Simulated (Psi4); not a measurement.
**A workflow on [NO2]− (nitrite)**

Aim: a structure relaxation (singlet [NO2]−, M06-2X/6-31+G*), then a single-point energy (doublet NO2, UM06-2X/6-31+G*), then a geometry optimisation (doublet NO2, UM06-2X/6-31+G*), then a single-point energy (singlet [NO2]−, M06-2X/6-31+G*) of NO2. 

The results are computed with Psi4 1.11.

## Step 1: The system as given

[NO2]− has 3 atoms, charge -1, and is taken as a singlet. As SMILES, `O=N[O-]`. Geometry: relaxed at GFN2-xTB. The run starts from this shape.

Bond lengths: O1–N2 1.272 Å, N2–O3 1.272 Å. Angles: O1–N2–O3 117.3°.

## Step 2: A structure relaxation at M06-2X/6-31+G(d) (density fitting, Cartesian functions) (run 1)

The input, job.py:

```python
import psi4

psi4.set_memory(1600000000)
psi4.set_num_threads(1)
psi4.set_output_file('no2.out', False)

geom = psi4.geometry("""
-1 1
O      0.62795599     1.91854445     0.55809282
N      0.62402536    -0.47003158     0.29116900
O     -1.25198135    -1.44851287    -0.84926182
units au
""")

result, w = psi4.optimize('m06-2x/6-31+G*', return_wfn=True)
print(f'm06-2x/6-31+G* energy: {result:.10f} Eh')
print(geom.to_string(dtype='xyz', units='Angstrom'))
for k, v in sorted(psi4.core.scalar_variables().items()):
    print(f'{k:45s} {v:18.10f}')
```

On the command line:

```bash
$ python job.py
```

no2.out:

```text
[...]
  Running in cs symmetry.
[...]
  Nuclear repulsion =   62.188361105252966
[...]
  Multiplicity = 1
[...]
  Nalpha       = 12
  Nbeta        = 12
[...]
    Number of basis functions: 57
[...]
   @DF-RKS iter   1:  -204.93287044266543   -6.16519e-01   1.33165e-02 ADIIS/DIIS
[...]
   @DF-RKS iter   8:  -205.07939401873477   -1.27898e-12   7.62248e-09 DIIS
[...]
    Orbital Energies [Eh]
    ---------------------
    Doubly Occupied:
       1Ap   -19.414438     2Ap   -19.414405     3Ap   -14.673798
       4Ap    -1.053672     5Ap    -0.871780     6Ap    -0.463145
       7Ap    -0.318581     8Ap    -0.311115     1App   -0.307807
       2App   -0.117702     9Ap    -0.111387    10Ap    -0.061465
[...]
  @DF-RKS Final Energy:  -205.07939401873477
   => Energetics <=
    Nuclear Repulsion Energy =             63.3265377183559082
    One-Electron Energy =                -412.9277197013524869
    Two-Electron Energy =                 156.1370174924073524
    DFT Exchange-Correlation Energy =     -11.6152295281455284
    Empirical Dispersion Energy =           0.0000000000000000
    VV10 Nonlocal Energy =                  0.0000000000000000
    Total Energy =                       -205.0793940187347744
[...]
 Multipole Moments:
 ------------------------------------------------------------------------------------
     Multipole            Electronic (a.u.)      Nuclear  (a.u.)        Total (a.u.)
 ------------------------------------------------------------------------------------
 L = 1.  Multiply by 2.5417464519 to convert [e a0] to [Debye]
 Dipole X            :          0.1445804           -0.0026829            0.1418974
 Dipole Y            :         -0.0993472            0.0018442           -0.0975029
 Dipole Z            :          0.0000000            0.0000000            0.0000000
 Magnitude           :                                                    0.1721677
[...]
  -Total Gradient:
     Atom            X                  Y                   Z
    ------   -----------------  -----------------  -----------------
       1        0.000145080569     0.000208393255     0.000000000000
       2        0.000082806803    -0.000047812750     0.000000000000
       3       -0.000150651328    -0.000213611588     0.000000000000
[...]
    Final optimized geometry and variables:
    Molecular point group: cs
    Full point group: Cs
    Geometry (in Bohr), charge = -1, multiplicity = 1:
    O            0.825989014890     1.870135011186     0.000000000000
    N            0.712967881035    -0.490092038844     0.000000000000
    O           -1.450171277713    -1.441073946958     0.000000000000
[...]
```

Standard output:

```text
Optimizer: Optimization complete!
m06-2x/6-31+G* energy: -205.0793940187 Eh
3
-1 1 NO2
O                     0.437094562944     0.989632828796     0.000000000000
N                     0.377286354583    -0.259345538087     0.000000000000
O                    -0.767397591734    -0.762583491620     0.000000000000

CURRENT ENERGY                                   -205.0793940187
CURRENT REFERENCE ENERGY                         -205.0793940187
DD SOLVATION ENERGY                                 0.0000000000
DFT FUNCTIONAL TOTAL ENERGY                      -205.0793940187
DFT TOTAL ENERGY                                 -205.0793940187
DFT VV10 ENERGY                                     0.0000000000
DFT XC ENERGY                                     -11.6152295281
GRID ELECTRONS ALPHA                               11.9999998283
GRID ELECTRONS BETA                                11.9999998283
GRID ELECTRONS TOTAL                               23.9999996565
NUCLEAR REPULSION ENERGY                           63.3265377184
ONE-ELECTRON ENERGY                              -412.9277197014
OPTIMIZATION ITERATIONS                             4.0000000000
PCM POLARIZATION ENERGY                             0.0000000000
PE ENERGY                                           0.0000000000
SCF ITERATION ENERGY                             -205.0793940187
SCF ITERATIONS                                      8.0000000000
SCF TOTAL ENERGY                                 -205.0793940187
TWO-ELECTRON ENERGY                               156.1370174924
XC GRID RADIAL POINTS                              75.0000000000
XC GRID SPHERICAL POINTS                          302.0000000000
XC GRID TOTAL POINTS                            66602.0000000000
```

It took 21 s on 1 thread of Intel Xeon Platinum 8259CL at 2.50GHz (Skylake/Cascade Lake), shared host; peak memory 0.49 GiB.

Step by step:

```
step  energy from the first frame kept (eV)  largest force (eV/Å)
   0                                 0.0000                1.5415
   1                                -0.0233                0.7914
   2                                -0.0351                0.4010
   3                                -0.0365                0.0134
```

After the run. Bond lengths: O1–N2 1.250 Å, N2–O3 1.250 Å. Angles: O1–N2–O3 116.5°.

## Step 3: Doublet neutral NO2: the energy at UM06-2X/6-31+G(d) (density fitting, Cartesian functions) (run 2)

The input, no2.inp:

```
memory 1600 mb

molecule mol {
  0 2
  O      0.322566     0.995770     0.287816
  N      0.328354    -0.247359     0.153205
  O     -0.651152    -0.748240    -0.441131
}

set basis 6-31+G*
set reference uks

energy('m06-2x')
```

On the command line:

```bash
$ psi4 no2.inp no2.out -n 1
```

no2.out:

```text
[...]
  Running in cs symmetry.
[...]
  Nuclear repulsion =   63.326551631477152
[...]
  Multiplicity = 2
[...]
  Nalpha       = 12
  Nbeta        = 11
[...]
    Number of basis functions: 57
[...]
   @DF-UKS iter   1:  -204.85960492147569   -4.56503e-01   1.19743e-02 DIIS/ADIIS
[...]
   @DF-UKS iter  10:  -204.96615807328899   -3.97231e-08   8.40912e-07 DIIS
[...]
   @S^2 Observed:                7.578883076E-01
[...]
    Orbital Energies [Eh]
    ---------------------
    Alpha Occupied:
       1Ap   -19.773274     2Ap   -19.773238     3Ap   -15.043435
       4Ap    -1.402568     5Ap    -1.222602     6Ap    -0.809738
       7Ap    -0.662234     8Ap    -0.659878     1App   -0.641001
       9Ap    -0.456402     2App   -0.443914    10Ap    -0.426586
    Alpha Virtual:
       3App   -0.078907    11Ap     0.049445    12Ap     0.079492
      13Ap     0.091402     4App    0.097659    14Ap     0.181929
      15Ap     0.183883     5App    0.207890    16Ap     0.208625
       6App    0.227280    17Ap     0.270500    18Ap     0.313864
      19Ap     0.329761    20Ap     0.332161    21Ap     0.392520
[...]
  @DF-UKS Final Energy:  -204.96615807328899
   => Energetics <=
    Nuclear Repulsion Energy =             63.3265516314771517
    One-Electron Energy =                -405.1712350927186321
    Two-Electron Energy =                 148.3132378761781069
    DFT Exchange-Correlation Energy =     -11.4347124882256423
    Empirical Dispersion Energy =           0.0000000000000000
    VV10 Nonlocal Energy =                  0.0000000000000000
    Total Energy =                       -204.9661580732889945
[...]
 Multipole Moments:
 ------------------------------------------------------------------------------------
     Multipole            Electronic (a.u.)      Nuclear  (a.u.)        Total (a.u.)
 ------------------------------------------------------------------------------------
 L = 1.  Multiply by 2.5417464519 to convert [e a0] to [Debye]
 Dipole X            :          0.2143318           -0.0026829            0.2116489
 Dipole Y            :         -0.1473081            0.0018442           -0.1454638
 Dipole Z            :          0.0000000            0.0000000            0.0000000
 Magnitude           :                                                    0.2568170
[...]
```

Run time: 7.5 s. Hardware: 1 thread of Intel Xeon Platinum 8259CL at 2.50GHz (Skylake/Cascade Lake), shared host; peak memory 0.47 GiB.

## Step 4: Doublet neutral NO2: a geometry optimisation at UM06-2X/6-31+G(d) (density fitting, Cartesian functions) (run 3)

The input, no2.py:

```python
import psi4

psi4.set_memory('1600 MB')
psi4.set_num_threads(1)
psi4.core.set_output_file('output.dat', False)

molecule = psi4.geometry("""
0 2
O      0.60956140     1.88173258     0.54389341
N      0.62049913    -0.46744076     0.28951549
O     -1.23049895    -1.41396868    -0.83361678
units bohr
symmetry c1
""")

psi4.set_options(dict(basis='6-31+G*', reference='uks'))

E = psi4.optimize("m06-2x", molecule=molecule)
print('E =', round(E, 9))
print(molecule.to_string(dtype='xyz', units='Angstrom'))
```

On the command line:

```bash
$ python no2.py
```

output.dat, cut to the lines that bear on the results:

```text
[...]
  Running in c1 symmetry.
[...]
  Nuclear repulsion =   63.326551644717540
[...]
  Multiplicity = 2
[...]
  Nalpha       = 12
  Nbeta        = 11
[...]
    Number of basis functions: 57
[...]
   @DF-UKS iter   1:  -204.85960492269712   -4.56503e-01   9.36899e-03 ADIIS/DIIS
[...]
   @DF-UKS iter   8:  -204.99220905511908   -2.84217e-14   7.88281e-09 DIIS
[...]
   @S^2 Observed:                7.549731538E-01
[...]
  @DF-UKS Final Energy:  -204.99220905511908
   => Energetics <=
    Nuclear Repulsion Energy =             65.2979517000877792
    One-Electron Energy =                -408.8549424762018134
    Two-Electron Energy =                 150.0387161724828502
    DFT Exchange-Correlation Energy =     -11.4739344514878905
    Empirical Dispersion Energy =           0.0000000000000000
    VV10 Nonlocal Energy =                  0.0000000000000000
    Total Energy =                       -204.9922090551190763
[...]
 Multipole Moments:
 ------------------------------------------------------------------------------------
     Multipole            Electronic (a.u.)      Nuclear  (a.u.)        Total (a.u.)
 ------------------------------------------------------------------------------------
 L = 1.  Multiply by 2.5417464519 to convert [e a0] to [Debye]
 Dipole X            :          0.1335448           -0.0018737            0.1316711
 Dipole Y            :         -0.0918001            0.0012880           -0.0905121
 Dipole Z            :         -0.0000000           -0.0000000           -0.0000000
 Magnitude           :                                                    0.1597802
[...]
  -Total Gradient:
     Atom            X                  Y                   Z
    ------   -----------------  -----------------  -----------------
       1       -0.000076519501     0.000001237943    -0.000000000000
       2       -0.000054625397     0.000037568707    -0.000000000000
       3       -0.000028578480     0.000070988761     0.000000000000
[...]
    Final optimized geometry and variables:
    Molecular point group: c1
    Full point group: Cs
    Geometry (in Bohr), charge = 0, multiplicity = 2:
    O            0.955701761529     1.857197223189     0.000000000000
    N            0.497928135668    -0.342280768375     0.000000000000
    O           -1.391623096434    -1.557540548312    -0.000000000000
[...]
```

The script printed:

```text
Some dependencies such as QCElemental have not yet finished migration to pydantic v2. If issues are encountered please downgrade pydantic or upgrade QCElemental as appropriate
Optimizer: Optimization complete!
E = -204.992209055
3
0 2 NO2
O                     0.505735592398     0.982786446231     0.000000000000
N                     0.263492221947    -0.181127182275     0.000000000000
O                    -0.736415228475    -0.824214962861     0.000000000000
```

It took 54 s on 1 thread of Intel Xeon Platinum 8259CL at 2.50GHz (Skylake/Cascade Lake), shared host; peak memory 0.5 GiB.

The path in brief:

```
step  energy from the first frame kept (eV)  largest force (eV/Å)
   0                                 0.0000                7.7370
   1                                -0.6272                2.3459
   2                                -0.7023                0.7868
   3                                -0.7082                0.2517
   4                                -0.7088                0.0833
   5                                -0.7089                0.0320
   6                                -0.7089                0.0039
```

After the run. Bond lengths: O1–N2 1.189 Å, N2–O3 1.189 Å. Angles: O1–N2–O3 134.5°.

## Step 5: A single-point energy at M06-2X/6-31+G(d) (density fitting, Cartesian functions) (run 4)

The input, no2.sdf:

```

     RDKit          3D

  3  2  0  0  0  0  0  0  0  0999 V2000
    0.3830    0.9890    0.3203 O   0  0  0  0  0  0  0  0  0  0  0  0
    0.2250   -0.1695    0.1050 N   0  0  0  0  0  0  0  0  0  0  0  0
   -0.6211   -0.8096   -0.4314 O   0  0  0  0  0  0  0  0  0  0  0  0
  2  1  2  0
  3  2  1  0
M  CHG  1   3  -1
M  END
$$$$
```

The input, calc.py:

```python
import psi4
from rdkit import Chem

psi4.set_memory('1600 MB')
psi4.set_num_threads(1)
psi4.set_output_file('run.log', False)

rd = Chem.SDMolSupplier('no2.sdf', removeHs=False, sanitize=False)[0]
xyz = rd.GetConformer().GetPositions()
atoms = '\n'.join(f'{a.GetSymbol()} {x:.4f} {y:.4f} {z:.4f}' for a, (x, y, z) in zip(rd.GetAtoms(), xyz))
mol = psi4.geometry('-1 1\n' + atoms + '')

e, wfn = psi4.energy('m06-2x/6-31+G*', return_wfn=True)
print(f'm06-2x/6-31+G* energy: {e:.10f} Eh')
```

On the command line:

```bash
$ python calc.py
```

run.log:

```text
[...]
  Running in cs symmetry.
[...]
  Nuclear repulsion =   65.297669388414931
[...]
  Multiplicity = 1
[...]
  Nalpha       = 12
  Nbeta        = 12
[...]
    Number of basis functions: 57
[...]
   @DF-RKS iter   1:  -204.90186268869635   -2.60518e-01   1.27062e-02 ADIIS/DIIS
[...]
   @DF-RKS iter  10:  -205.04549789825367   -2.64163e-09   1.11620e-07 DIIS
[...]
    Orbital Energies [Eh]
    ---------------------
    Doubly Occupied:
       1Ap   -19.425993     2Ap   -19.425963     3Ap   -14.666648
       4Ap    -1.095310     5Ap    -0.935725     6Ap    -0.454735
       7Ap    -0.345504     1App   -0.341309     8Ap    -0.337227
       9Ap    -0.144747     2App   -0.140964    10Ap    -0.005710
[...]
  @DF-RKS Final Energy:  -205.04549789825367
   => Energetics <=
    Nuclear Repulsion Energy =             65.2976693884149313
    One-Electron Energy =                -416.3756023602710457
    Two-Electron Energy =                 157.6776464840879726
    DFT Exchange-Correlation Energy =     -11.6452114104855280
    Empirical Dispersion Energy =           0.0000000000000000
    VV10 Nonlocal Energy =                  0.0000000000000000
    Total Energy =                       -205.0454978982536716
[...]
 Multipole Moments:
 ------------------------------------------------------------------------------------
     Multipole            Electronic (a.u.)      Nuclear  (a.u.)        Total (a.u.)
 ------------------------------------------------------------------------------------
 L = 1.  Multiply by 2.5417464519 to convert [e a0] to [Debye]
 Dipole X            :          0.0198939           -0.0018737            0.0180202
 Dipole Y            :         -0.0138337            0.0012880           -0.0125456
 Dipole Z            :          0.0000000            0.0000000            0.0000000
 Magnitude           :                                                    0.0219572
[...]
```

Standard output:

```text
m06-2x/6-31+G* energy: -205.0454978983 Eh
```

Wall time 6.6 s (1 thread of Intel Xeon Platinum 8259CL at 2.50GHz (Skylake/Cascade Lake), shared host); peak memory 0.49 GiB.

## Step 6: Results

| quantity | value |
| --- | --- |
| run 1, M06-2X/6-31+G*: total energy at the end | -205.07939 Eh |
| run 1, M06-2X/6-31+G*: HOMO energy | -1.67 eV |
| run 1, M06-2X/6-31+G*: LUMO energy | 6.70 eV |
| run 1, M06-2X/6-31+G*: HOMO–LUMO gap (to an unbound level, set by the basis) | 8.37 eV |
| doublet neutral NO2, run 2: total energy | -204.96616 Eh |
| doublet neutral NO2, run 2: dipole moment | 0.65 D |
| doublet neutral NO2, run 2: HOMO energy (highest over α and β) | -10.76 eV |
| doublet neutral NO2, run 2: LUMO energy (lowest over α and β) | -4.68 eV |
| doublet neutral NO2, run 2: ⟨S²⟩ | 0.758 |
| doublet neutral NO2, run 3: total energy at the end | -204.99221 Eh |
| doublet neutral NO2, run 3: dipole moment | 0.41 D |
| doublet neutral NO2, run 3: HOMO energy (highest over α and β) | -10.03 eV |
| doublet neutral NO2, run 3: LUMO energy (lowest over α and β) | -3.02 eV |
| doublet neutral NO2, run 3: ⟨S²⟩ | 0.755 |
| run 4, M06-2X/6-31+G*: total energy | -205.04550 Eh |
| run 4, M06-2X/6-31+G*: HOMO energy | -0.16 eV |
| run 4, M06-2X/6-31+G*: LUMO energy | 6.83 eV |
| run 4, M06-2X/6-31+G*: HOMO–LUMO gap (to an unbound level, set by the basis) | 6.99 eV |
| adiabatic ionisation energy (to the doublet neutral, no zero-point term) | 2.372 eV |

In words: The adiabatic ionisation energy (to the doublet neutral, no zero-point term) is 2.37 eV (55 kcal/mol). The optimisation (run 1, M06-2X/6-31+G*) took 4 steps and changed the energy by -0.036 eV. The optimisation (doublet neutral NO2, run 3) took 7 steps and changed the energy by -0.709 eV.
